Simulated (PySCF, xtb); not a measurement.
LiF, SMILES [Li][F].

GFN2-xTB run with xtb at its own geometry gives an orbital gap of 5.17 eV and a dipole moment of 6.06 D.

Coordinates come from a PBE0-D3(BJ)/def2-TZVPD optimisation.

### Question
What does PBE/def2-TZVPD in PySCF give? (An estimate is asked for; the answer gives what the named calculation found.)

### Answer
gap 4.57 eV (levels -6.10 and -1.53 eV), dipole 6.13 D.
